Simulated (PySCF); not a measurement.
# Level of theory and adiabatic energies of losing or gaining an electron: carbon monoxide

Structure: `[C-]#[O+]` (CO).

All levels share the PBE0-D3(BJ)/ma-def2-SVP structures and the PBE0-D3(BJ)/ma-def2-SVP thermal terms; only the single-point energies (PySCF) change. Values are adiabatic energies of losing or gaining an electron (0 K, eV).

```jsonl
{"level": "HF/aug-cc-pVTZ", "ionisation energy to the radical cation": "13.01", "abs. error": "1.01", "time": "1.1 s"}
{"level": "CCSD(T)/aug-cc-pVTZ", "ionisation energy to the radical cation": "13.98", "abs. error": "0.04", "time": "2.6 min"}
{"level": "CAM-B3LYP-D3(BJ)/ma-def2-TZVP", "ionisation energy to the radical cation": "14.24", "abs. error": "0.23", "time": "–"}
{"level": "MP2/aug-cc-pVTZ", "ionisation energy to the radical cation": "14.26", "abs. error": "0.25", "time": "5.8 s"}
{"level": "ATcT 1.112", "ionisation energy to the radical cation": "14.01", "abs. error": "", "time": ""}
```

Times are wall times for all single points of a level on 1 thread of Arm Neoverse V2, a shared host; the dash marks the run that also made the structures.

Hartree-Fock leaves out electron correlation, so its ionisation energies and electron affinities from energy differences come out too low, often by 1 eV or more.

At HF/aug-cc-pVTZ a relaxed species lies above the same state at the other structure, so the structures fit that level poorly.

The spread: 1.26 eV, from 13.01 to 14.26.

Differences come from unrounded values, so a last digit can differ from that of the printed terms.
